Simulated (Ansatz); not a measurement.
# BFH4N+ (SMILES [NH3+]BF): single points off equilibrium

The atoms stand at a structure displaced at random from a GFN2-xTB minimum. How far do the functionals agree with CCSD(T) there?

The runs use Ansatz 0.2.0, Gaussian basis; single points in def2-TZVPP.

Cores are frozen in the correlated methods.

### Step 1. The starting structure

7 atoms, charge 1, spin multiplicity 1.

Atoms are counted from 1 here; the program's logs count them from 0.

Bond lengths: N1–B2 1.513 Å, N1–H4 1.159 Å, N1–H5 1.087 Å, B2–F3 1.179 Å, B2–H7 1.445 Å. Angles: B2–N1–H4 103.8°, B2–N1–H5 108.7°, H4–N1–H5 104.0°, N1–B2–F3 114.0°, N1–B2–H7 110.9°, F3–B2–H7 135.1°.

As a file:

```xyz
7

N    -0.43700    0.32310   -0.17040
B     0.67800   -0.58200    0.30470
F     1.12500   -1.27550   -0.53810
H    -1.20580   -0.40830   -0.63720
H    -0.07790    0.90330   -1.01630
H    -1.02950    1.25130    0.69140
H     0.95530   -0.36560    1.70660
```

### Step 2. CCSD(T)/def2-TZVPP

run/in.yaml

```yaml
crystal:
  periodic: [false, false, false]
  atoms:
    - {symbol: N, position_ang: [-0.437000, 0.323100, -0.170400]}
    - {symbol: B, position_ang: [0.678000, -0.582000, 0.304700]}
    - {symbol: F, position_ang: [1.125000, -1.275500, -0.538100]}
    - {symbol: H, position_ang: [-1.205800, -0.408300, -0.637200]}
    - {symbol: H, position_ang: [-0.077900, 0.903300, -1.016300]}
    - {symbol: H, position_ang: [-1.029500, 1.251300, 0.691400]}
    - {symbol: H, position_ang: [0.955300, -0.365600, 1.706600]}
basis:
  gaussian: {orbitals: def2-TZVPP}
total_charge: 1
correlation: {method: ccsd_t}
output: {forces: true}
```

No record of the launch command was kept for these runs.

### Step 3. PBE0-D4/def2-TZVPP

run/in.yaml: that of step 2 with these lines changed.

```diff
@@ -13,3 +13,3 @@
 total_charge: 1
-correlation: {method: ccsd_t}
-output: {forces: true}
+hamiltonian: {xc: pbe0, dispersion: d4}
+output: {forces: true, orbitals: {seedname: orbitals}}
```

### Step 4. wB97M-V/def2-TZVPP

run/in.yaml: that of step 3 with these lines changed.

```diff
@@ -13,3 +13,3 @@
 total_charge: 1
-hamiltonian: {xc: pbe0, dispersion: d4}
-output: {forces: true, orbitals: {seedname: orbitals}}
+hamiltonian: {xc: {name: wB97M-V}}
+output: {forces: true}
```

### Step 5. r2SCAN-D4/def2-TZVPP

run/in.yaml: that of step 4 with these lines changed.

```diff
@@ -13,3 +13,3 @@
 total_charge: 1
-hamiltonian: {xc: {name: wB97M-V}}
+hamiltonian: {xc: r2scan, dispersion: d4}
 output: {forces: true}
```

### Step 6. PBE-D4/def2-TZVPP

run/in.yaml: that of step 5 with these lines changed.

```diff
@@ -13,3 +13,3 @@
 total_charge: 1
-hamiltonian: {xc: r2scan, dispersion: d4}
+hamiltonian: {xc: pbe, dispersion: d4}
 output: {forces: true}
```

### Step 7. CAM-B3LYP-D4/def2-TZVPP

run/in.yaml: that of step 6 with these lines changed.

```diff
@@ -13,3 +13,3 @@
 total_charge: 1
-hamiltonian: {xc: pbe, dispersion: d4}
+hamiltonian: {xc: {name: CAM-B3LYP}, dispersion: d4}
 output: {forces: true}
```

### Step 8. r2SCANh-D4/def2-TZVPP

run/in.yaml: that of step 7 with these lines changed.

```diff
@@ -13,3 +13,3 @@
 total_charge: 1
-hamiltonian: {xc: {name: CAM-B3LYP}, dispersion: d4}
+hamiltonian: {xc: {name: r2SCANh}, dispersion: d4}
 output: {forces: true}
```

(Steps that only read results are left out.)

Before running it: what results should come out? Wanted: energy less free atoms, CCSD(T)/def2-TZVPP; RMS force component; RMS force error; HOMO and LUMO, PBE0-D4; T1 diagnostic.

As calculated:

```
                                  quantity                                                                                                   value
energy less free atoms, CCSD(T)/def2-TZVPP                                                                                         -352.7 kcal/mol
                       RMS force component                                                                    3.574 to 3.680 eV/Å over the methods
                           RMS force error  PBE0-D4 0.150, wB97M-V 0.072, r2SCAN-D4 0.105, PBE-D4 0.184, CAM-B3LYP-D4 0.150, r2SCANh-D4 0.140 eV/Å
                    HOMO and LUMO, PBE0-D4                                                                                     -15.06 and -7.46 eV
                             T1 diagnostic                                                                                                   0.011
```

**Reading.** Against CCSD(T) the functionals' energies less atoms differ by -31.4 to -11.3 kcal/mol, PBE-D4 by -31.4 kcal/mol. A larger basis would deepen the CCSD(T) value, while the functionals are nearly converged already, so the order here is not reliable. The forces of wB97M-V come nearest to CCSD(T), those of PBE-D4 are farthest. Frozen-core CCSD(T) forces in triple zeta carry basis errors of their own, and this is one geometry, so small gaps rank nothing.
